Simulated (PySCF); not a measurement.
Compound: C4H9F.
SMILES with atom numbers: `[CH3:1][C:2]([CH3:3])([CH3:4])[F:5]` (hydrogens: H6, H7, H8 on C1; H9, H10, H11 on C3; H12, H13, H14 on C4)

The same species was optimised twice, with GFN2-xTB and with PBE0-D3(BJ)/def2-SVP (PySCF), and the same property calculations (PySCF, gas phase) were run on both structures.

```tsv
coordinate	GFN2-xTB	PBE0-D3(BJ)/def2-SVP	change
C4–H13 (Å)	1.086	1.100	+0.014
C3–H9 (Å)	1.086	1.100	+0.014
C1–H6 (Å)	1.086	1.100	+0.014
C4–H14 (Å)	1.087	1.100	+0.013
C4–H12 (Å)	1.087	1.100	+0.013
C3–H10 (Å)	1.087	1.100	+0.013
C1–H7 (Å)	1.087	1.100	+0.013
C1–H8 (Å)	1.087	1.100	+0.013
C3–H11 (Å)	1.087	1.100	+0.013
C1–C2 (Å)	1.525	1.518	-0.007
C2–C3 (Å)	1.525	1.518	-0.007
C2–C4 (Å)	1.525	1.518	-0.007
C2–F5 (Å)	1.400	1.397	-0.003
C2–C1–H6 (°)	110.0	111.0	+1.0
C2–C3–H9 (°)	110.0	111.0	+1.0
C2–C4–H13 (°)	110.0	111.0	+1.0
H9–C3–H11 (°)	109.1	108.5	-0.6
H12–C4–H13 (°)	109.1	108.5	-0.6
H6–C1–H8 (°)	109.1	108.5	-0.6
H6–C1–H7 (°)	109.1	108.5	-0.6
H9–C3–H10 (°)	109.1	108.5	-0.6
```

Rotational constants: A = 4728, B = 4727, C = 4533 MHz (GFN2-xTB) against A = 4749, B = 4748, C = 4538 MHz (PBE0-D3(BJ)/def2-SVP). Point groups within 0.08 Å: C3v and C3v. Atoms that the bonding makes alike are paired by their places after alignment.

On the GFN2-xTB structure: HOMO (eV) -9.06 [PBE0/pcSseg-1]; LUMO (eV) 1.35 [PBE0/pcSseg-1]; dipole (D) 1.90 [PBE0/pcSseg-1]; GIAO shielding of C1/C3/C4 (mean) (ppm) 156.5 [PBE0/pcSseg-1]; GIAO shielding of C2 (ppm) 92.8 [PBE0/pcSseg-1]; GIAO shielding of F5 (ppm) 344.6 [PBE0/pcSseg-1].

Task: What do these properties become on the PBE0-D3(BJ)/def2-SVP structure?

Result: 
```json
{"property": "HOMO (eV)", "level": "PBE0/pcSseg-1", "on GFN2-xTB": "-9.06", "on PBE0-D3(BJ)/def2-SVP": "-9.10", "change": "-0.04"}
{"property": "LUMO (eV)", "level": "PBE0/pcSseg-1", "on GFN2-xTB": "1.35", "on PBE0-D3(BJ)/def2-SVP": "1.32", "change": "-0.03"}
{"property": "dipole (D)", "level": "PBE0/pcSseg-1", "on GFN2-xTB": "1.90", "on PBE0-D3(BJ)/def2-SVP": "1.88", "change": "-0.02"}
{"property": "energy, GFN2-xTB geometry as zero (kcal/mol)", "level": "PBE0/pcSseg-1", "on GFN2-xTB": "0.0", "on PBE0-D3(BJ)/def2-SVP": "-0.3", "change": "-0.3"}
{"property": "GIAO shielding of C1/C3/C4 (mean) (ppm)", "level": "PBE0/pcSseg-1", "on GFN2-xTB": "156.5", "on PBE0-D3(BJ)/def2-SVP": "154.6", "change": "-1.9"}
{"property": "GIAO shielding of C2 (ppm)", "level": "PBE0/pcSseg-1", "on GFN2-xTB": "92.8", "on PBE0-D3(BJ)/def2-SVP": "94.5", "change": "+1.7"}
{"property": "GIAO shielding of F5 (ppm)", "level": "PBE0/pcSseg-1", "on GFN2-xTB": "344.6", "on PBE0-D3(BJ)/def2-SVP": "343.2", "change": "-1.4"}
```

The heavy atoms differ by 0.006 Å rms after alignment (one structure mirrored). Among all bonds 9 bonds (C1–H6, C1–H7, C1–H8, C3–H9, C3–H10, C3–H11 and others) change most and about equally (+0.013 to +0.014 Å). Changes are differences of the printed values. Neither structure is proved a minimum here.
